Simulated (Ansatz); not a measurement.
# SiHF2 (SMILES F[SiH]F) at 6 levels

Wanted: a comparison of 6 runs (UHF/STO-3G, U-revPBE/STO-3G, U-wB97X/STO-3G, UHSE06/STO-3G, UPBE0/STO-3G, UMP2/STO-3G) of SiHF2. 

The calculation is run with Ansatz 0.2.0.

66 further runs of the same task are left out: 9 that didn't finish, 57 set aside as unsound or not needed.

## (1) Starting point

SiHF2 has 4 atoms, charge 0, and is taken as a doublet. As SMILES, `F[SiH]F`. The Si2–F1 distance was set to 4.015 Å, away from the relaxed value. At this shape a bond of the SMILES string is far longer than usual.

Bond lengths: Si2–F3 1.606 Å, Si2–H4 1.439 Å. Angles: F3–Si2–H4 108.6°.

## (2) A single-point energy at UHF/STO-3G (run 1)

Contents of job.yaml:

```yaml
crystal:
  periodic: [false, false, false]
  atoms:
    - {symbol: F, position_ang: [3.109460, 2.146781, -0.574065]}
    - {symbol: Si, position_ang: [-0.028060, -0.342890, -0.301090]}
    - {symbol: F, position_ang: [-1.234200, 0.716240, -0.252780]}
    - {symbol: H, position_ang: [0.035310, -1.026330, 0.964150]}
basis:
  gaussian: {orbitals: STO-3G}
hamiltonian: {xc: hf}
magnetization: {spin_polarized: true, initial_magnetization: 1}
accuracy: high
```

On the command line:

```console
$ ansatz run job.yaml --threads 1 --pin off --max-ram 2610MiB --events-out events.jsonl --progress --plain --runs-dir runs
```

What it wrote:

```text
Warning: RAYON_NUM_THREADS=1 ignored (pool sized by the plan → 1); use --threads N
Functional definition: HF
  name "HF"
  exchange = exact_x
  correlation = 0
318 factors; integrals over basis functions are off by at most 3.4e-8 eV
mean field evaluation 1: about -13105.9090 eV, gradient 1.4e1 eV
mean field evaluation 2: about -13105.9340 eV, gradient 1.4e1 eV
mean field evaluation 4: about -13107.5152 eV, gradient 6.7e0 eV
mean field evaluation 8: about -13102.3555 eV, gradient 8.4e0 eV
mean field evaluation 16: about -13119.8582 eV, gradient 5.4e-2 eV
mean field evaluation 32: about -13119.8585 eV, gradient 4.3e-3 eV
mean field evaluation 64: about -13119.8535 eV, gradient 1.3e-2 eV
mean field evaluation 96: about -13119.8592 eV, gradient 1.6e-2 eV
mean field evaluation 128: about -13119.8575 eV, gradient 1.0e-3 eV
mean field evaluation 160: about -13119.8548 eV, gradient 9.7e-3 eV
mean field evaluation 192: about -13118.5568 eV, gradient 2.6e-1 eV
mean field evaluation 224: about -13116.2366 eV, gradient 5.3e0 eV
mean field evaluation 256: about -13119.8593 eV, gradient 3.1e-3 eV
mean field -13119.85952651 eV, -482.1459446392 hartree, gradient 2.9e-8 eV, S^2 0.804387; 2 other end points of the search recorded, 0 dependent functions left out
reference -13119.85952651 eV, -482.1459446392 hartree; 17, 16 occupied and 3, 4 virtual orbitals, 318 factors
Total energy: -13119.85952651 eV, -482.1459446392 hartree
```

Run time: 0.36 s. Hardware: 1 thread of Intel Xeon 6975P-C (Granite Rapids), shared host.

## (3) A single-point energy at U-revPBE/STO-3G (run 2)

Contents of input.yaml:

```yaml
crystal:
  periodic: [false, false, false]
  atoms:
    - {symbol: F, position_ang: [3.109460, 2.146781, -0.574065]}
    - {symbol: Si, position_ang: [-0.028060, -0.342890, -0.301090]}
    - {symbol: F, position_ang: [-1.234200, 0.716240, -0.252780]}
    - {symbol: H, position_ang: [0.035310, -1.026330, 0.964150]}
basis:
  gaussian: {orbitals: STO-3G}
magnetization: {spin_polarized: true, initial_magnetization: 1}
hamiltonian: {xc: {name: revPBE}}
accuracy: high
```

On the command line:

```console
$ ansatz run input.yaml --threads 1 --pin off --max-ram 2610MiB --events-out events.jsonl --progress --plain --runs-dir runs
```

What it wrote, cut to the lines that bear on the results:

```text
Warning: RAYON_NUM_THREADS=1 ignored (pool sized by the plan → 1); use --threads N
Functional definition: revPBE
  name "revPBE"
[...]
318 factors; integrals over basis functions are off by at most 3.4e-8 eV
[...]
mean field -13148.88117880 eV, -483.2124706892 hartree, gradient 2.3e-8 eV, S^2 0.750048; 8 other end points of the search recorded, 0 dependent functions left out
reference -13148.88118063 eV, -483.2124707562 hartree; 17, 16 occupied and 3, 4 virtual orbitals, 318 factors
Total energy: -13148.88118063 eV, -483.2124707562 hartree
```

Run time: 6 s. Hardware: 1 thread of Intel Xeon 6975P-C (Granite Rapids), shared host; peak memory 0.14 GiB.

Runs 3 to 5 aren't shown in full; the table further down has their settings and results.

## (4) The energy at UMP2/STO-3G (run 6)

input.yaml: that of step 3 with these lines changed.

```diff
@@ -9,4 +9,5 @@
   gaussian: {orbitals: STO-3G}
+total_charge: 0
 magnetization: {spin_polarized: true, initial_magnetization: 1}
-hamiltonian: {xc: {name: revPBE}}
+correlation: {method: mp2, frozen_orbitals: {F: 1, H: 0, Si: 5}}
 accuracy: high
```

On the command line:

```console
$ ansatz run input.yaml --threads 1 --pin off --max-ram 2610MiB --events-out events.jsonl --progress --plain --runs-dir runs
```

What it wrote, cut to the lines that bear on the results:

```text
Warning: RAYON_NUM_THREADS=1 ignored (pool sized by the plan → 1); use --threads N
[... 2 set-up lines as earlier in the session ...]
[...]
318 factors; integrals over basis functions are off by at most 3.4e-8 eV
[...]
mean field -13119.85952651 eV, -482.1459446392 hartree, gradient 2.9e-8 eV, S^2 0.804387; 11 other end points of the search recorded, 0 dependent functions left out
7 core orbitals not correlated: weight in the atoms' cores, before any rotation towards them, 1.000 or more for the frozen orbitals, at most 0.000 for the correlated occupied ones
reference -13119.85952651 eV, -482.1459446392 hartree; 10, 9 occupied and 3, 4 virtual orbitals, 318 factors
second order -1.36651349 eV of doubles, -0.00000000 eV of singles
Total energy: -13121.22604000 eV, -482.1961630837 hartree
```

Wall time 0.64 s (1 thread of Intel Xeon 6975P-C (Granite Rapids), shared host).

## (5) The series

```csv
run,level,frozen core orbitals,energy (Eh),⟨S²⟩,wall time
1,UHF/STO-3G,–,-482.145945,0.804,0.36 s
2,U-revPBE/STO-3G,–,-483.212471,0.750,6 s
3,U-wB97X/STO-3G,–,-483.307093,0.750,35 s
4,UHSE06/STO-3G,–,-483.046331,0.750,5.7 s
5,UPBE0/STO-3G,–,-483.059050,0.750,6.3 s
6,UMP2/STO-3G,7,-482.196163,0.804,0.64 s
```

## (6) Summary of results

| quantity | value |
| --- | --- |
| run 6: total energy | -482.19616 Eh |
| run 6: correlation energy (7 core orbitals frozen) | -50.2 mEh |
| run 6: ⟨S²⟩ of the reference determinant | 0.804 |

What this shows: Totals of different functionals can't be ranked against each other. In runs 1, 2, 3, 4, 5, 6 the basis is minimal, so the values are rough. All runs together took 54 s, the longest 35 s.
